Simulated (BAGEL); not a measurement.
**singlet C3H4FO+ at 5 levels**

Aim: a comparison of 5 runs (HF/STO-3G, B3LYP/6-31G*, B3LYP/def2-SVP, PBE0/def2-SVP, RI-MP2/def2-SVP) of singlet C3H4FO+. 

The calculation is run with BAGEL 1.2.2.

## (1) The system as given

C3H4FO+: 9 atoms, total charge +1, spin state singlet. SMILES of the parent species: `C[C](F)C=O`. Geometry: relaxed at GFN2-xTB. This is one conformer, not always the lowest. That shape belongs to the parent species and isn't relaxed for this state.

Bond lengths: C1–C2 1.474 Å, C2–F3 1.335 Å, C2–C4 1.419 Å, C4–O5 1.223 Å, C1–H6 1.085 Å, C1–H7 1.093 Å, C1–H8 1.093 Å, C4–H9 1.106 Å. Some angles: C1–C2–F3 115.1°, C1–C2–C4 126.6°, F3–C2–C4 118.4°, C2–C4–O5 125.8°, C2–C1–H6 110.7°, C2–C1–H7 110.2°, C2–C1–H8 110.2°, C2–C4–H9 112.9°, O5–C4–H9 121.3°, H6–C1–H7 109.6°.

## (2) The energy at HF/STO-3G (density fitting with qzvpp-jkfit) (run 1)

input.json reads:

```json
{ "bagel" : [

{
  "title" : "molecule",
  "basis" : "sto-3g",
  "df_basis" : "qzvpp-jkfit",
  "angstrom" : "true",
  "geometry" : [
    { "atom" : "C", "xyz" : [      -0.193530,      -1.128390,      -0.199610 ] },
    { "atom" : "C", "xyz" : [       0.397200,       0.221530,      -0.207510 ] },
    { "atom" : "F", "xyz" : [       1.511910,       0.346840,      -0.931790 ] },
    { "atom" : "C", "xyz" : [      -0.099310,       1.365500,       0.468740 ] },
    { "atom" : "O", "xyz" : [       0.405000,       2.480150,       0.455640 ] },
    { "atom" : "H", "xyz" : [      -1.098000,      -1.147960,       0.399070 ] },
    { "atom" : "H", "xyz" : [       0.523670,      -1.851290,       0.197080 ] },
    { "atom" : "H", "xyz" : [      -0.421620,      -1.446350,      -1.219780 ] },
    { "atom" : "H", "xyz" : [      -1.025330,       1.159970,       1.038180 ] }
  ]
},

{
  "title" : "hf",
  "charge" : 1
},

{
  "title" : "print",
  "file" : "orbitals.molden",
  "orbitals" : "true"
}

]}
```

Command:

```sh
$ BAGEL_NUM_THREADS=1 BAGEL input.json > input.out
```

Standard output:

```text
* using 1 threads per process

  ===============================================================
  ===============================================================

  *** Geometry ***

  { "atom" : "C", "xyz" : [     -0.365719,     -2.132348,     -0.377208 ] },
  { "atom" : "C", "xyz" : [      0.750599,      0.418631,     -0.392137 ] },
  { "atom" : "F", "xyz" : [      2.857096,      0.655433,     -1.760828 ] },
[... 5 lines of this table left out ...]
  { "atom" : "H", "xyz" : [     -1.937593,      2.192026,      1.961876 ] },

  Number of auxiliary basis functions:      451

  Since a DF basis is specified, we compute 2- and 3-index integrals:
    o Being stored without compression. Storage requirement is 0.003 GB

  Number of basis functions:       29
  Number of electrons      :       39

    * METHOD: MOLECULE                             0.13

  *** RHF ***

  === Nuclear Repulsion ===
   166.2608907098

      * DIIS with orbital gradients will be used.

  === RHF iteration (sto-3g) ===
      0       -285.78487447          0.03785333           0.01
      1       -285.92866481          0.03130999           0.01
      2       -286.10877474          0.00278314           0.01
[... 14 lines of this table left out ...]
     17       -286.11403970          0.00000001           0.01
    * SCF iteration converged.

    * Permanent dipole moment:
           (    0.573930,     1.073575,    -0.076421) a.u.

    * METHOD: HF                                   0.33

    * METHOD: PRINT                                0.00

  ===============================================================
```

Run time: 0.62 s. Hardware: 1 thread of Arm Neoverse V2, shared host.

## (3) A single-point energy at B3LYP/6-31G(d) (density fitting with qzvpp-jkfit, spherical functions) (run 2)

calc.json reads:

```json
{ "bagel": [

{
  "title": "molecule",
  "basis": "6-31gs.json",
  "df_basis": "qzvpp-jkfit",
  "angstrom": "true",
  "geometry": [
    { "atom": "C", "xyz": [      -0.193530,      -1.128390,      -0.199610 ] },
    { "atom": "C", "xyz": [       0.397200,       0.221530,      -0.207510 ] },
    { "atom": "F", "xyz": [       1.511910,       0.346840,      -0.931790 ] },
    { "atom": "C", "xyz": [      -0.099310,       1.365500,       0.468740 ] },
    { "atom": "O", "xyz": [       0.405000,       2.480150,       0.455640 ] },
    { "atom": "H", "xyz": [      -1.098000,      -1.147960,       0.399070 ] },
    { "atom": "H", "xyz": [       0.523670,      -1.851290,       0.197080 ] },
    { "atom": "H", "xyz": [      -0.421620,      -1.446350,      -1.219780 ] },
    { "atom": "H", "xyz": [      -1.025330,       1.159970,       1.038180 ] }
  ]
},

{
  "title": "ks",
  "xc_func": "b3lyp",
  "charge": 1
},

{
  "title": "print",
  "file": "orbitals.molden",
  "orbitals": "true"
}

]}
```

The basis set 6-31G* is read from a file made from the Basis Set Exchange's data (not shown).

Command:

```sh
$ BAGEL_NUM_THREADS=1 BAGEL calc.json > calc.out
```

Standard output:

```text
* using 1 threads per process

  ===============================================================
  ===============================================================

  *** Geometry ***

  { "atom" : "C", "xyz" : [     -0.365719,     -2.132348,     -0.377208 ] },
  { "atom" : "C", "xyz" : [      0.750599,      0.418631,     -0.392137 ] },
  { "atom" : "F", "xyz" : [      2.857096,      0.655433,     -1.760828 ] },
[... 5 lines of this table left out ...]
  { "atom" : "H", "xyz" : [     -1.937593,      2.192026,      1.961876 ] },

  Number of auxiliary basis functions:      451

  Since a DF basis is specified, we compute 2- and 3-index integrals:
    o Being stored without compression. Storage requirement is 0.022 GB

  Number of basis functions:       78
  Number of electrons      :       39

    * METHOD: MOLECULE                             0.18

  *** Kohn-Sham DFT ***

    * Removing 16910 points whose weight is below 1.00e-10
    * Grid points: 117244

  === Nuclear Repulsion ===
   166.2608907098

       - DIIS with orbital gradients will be used.

  === KS iteration (b3lyp / 6-31gs.json) ===
      0       -254.57572036          0.14272950           0.32
      1       -186.88999915          0.16515945           0.30
      2       -211.84070139          0.19470392           0.30
[... 23 lines of this table left out ...]
     26       -291.39582210          0.00000001           0.31
    * SCF iteration converged.

    * Permanent dipole moment:
           (    0.894584,     1.639238,    -0.129122) a.u.

    * METHOD: KS                                   8.73

    * METHOD: PRINT                                0.01

  ===============================================================
```

Run time: 9.3 s. Hardware: 1 thread of Arm Neoverse V2, shared host; peak memory 0.42 GiB.

Runs 3 to 4 aren't shown in full; the table further down has their settings and results.

## (4) A single-point energy at RI-MP2/def2-SVP (density fitting with qzvpp-jkfit) (run 5)

calc.json: that of step 3 with these lines changed.

```diff
@@ -4,3 +4,3 @@
   "title": "molecule",
-  "basis": "6-31gs.json",
+  "basis": "svp",
   "df_basis": "qzvpp-jkfit",
@@ -21,4 +21,3 @@
 {
-  "title": "ks",
-  "xc_func": "b3lyp",
+  "title": "hf",
   "charge": 1
@@ -27,5 +26,5 @@
 {
-  "title": "print",
-  "file": "orbitals.molden",
-  "orbitals": "true"
+  "title": "mp2",
+  "charge": 1,
+  "ncore": 5
 }
```

Command:

```sh
$ BAGEL_NUM_THREADS=1 BAGEL calc.json > calc.out
```

Standard output:

```text
* using 1 threads per process

  ===============================================================
  ===============================================================

  *** Geometry ***

  { "atom" : "C", "xyz" : [     -0.365719,     -2.132348,     -0.377208 ] },
  { "atom" : "C", "xyz" : [      0.750599,      0.418631,     -0.392137 ] },
  { "atom" : "F", "xyz" : [      2.857096,      0.655433,     -1.760828 ] },
[... 5 lines of this table left out ...]
  { "atom" : "H", "xyz" : [     -1.937593,      2.192026,      1.961876 ] },

[... 23 lines left out ...]
    * SCF iteration converged.
[... 1 line left out ...]
    * Permanent dipole moment:
[... 2 lines left out ...]
    * METHOD: HF                                   1.19

  *** RHF ***

  === Nuclear Repulsion ===
   166.2608907098

      * DIIS with orbital gradients will be used.

  === RHF iteration (svp) ===
      0       -289.62800756          0.00000001           0.06
    * SCF iteration converged.

    * Permanent dipole moment:
           (    1.118091,     1.755857,    -0.246318) a.u.

  === DF-MP2 calculation ===

    * freezing 5 orbitals
    * 3-index integral transformation done
    * assembly done

      MP2 correlation energy:   -0.7519129584      0.05

      MP2 total energy:       -290.3799205151

    * METHOD: MP2                                  0.18

  ===============================================================
```

It took 1.7 s on 1 thread of Arm Neoverse V2, shared host; peak memory 0.12 GiB.

## (5) All runs side by side

```
run                                                                 level  frozen core orbitals  energy (Eh)  HOMO energy (eV)  LUMO energy (eV)  HOMO–LUMO gap (eV)  wall time
  1                          HF/STO-3G (density fitting with qzvpp-jkfit)                     –  -286.114040            -17.94             -5.41               12.53     0.62 s
  2  B3LYP/6-31G* (density fitting with qzvpp-jkfit, spherical functions)                     –  -291.395822            -14.38            -11.61                2.77      9.3 s
  3                     B3LYP/def2-SVP (density fitting with qzvpp-jkfit)                     –  -291.178671            -14.49            -11.76                2.74       10 s
  4                      PBE0/def2-SVP (density fitting with qzvpp-jkfit)                     –  -290.861728            -14.79            -11.58                3.21      9.9 s
  5                    RI-MP2/def2-SVP (density fitting with qzvpp-jkfit)                     5  -290.379921                 –                 –                   –      1.7 s
```

## (6) What came out

```
                                          quantity          value
                               run 5: total energy  -290.37992 Eh
run 5: correlation energy (5 core orbitals frozen)     -751.9 mEh
```

Over runs 1, 2, 3, 4 the HOMO–LUMO gap runs from 2.74 eV (B3LYP/def2-SVP) to 12.53 eV (HF/STO-3G). The two ends differ in method and basis. Totals of different functionals can't be ranked against each other. In run 1 the basis is minimal, so the values are rough. All runs together took 32 s, the longest 10 s.
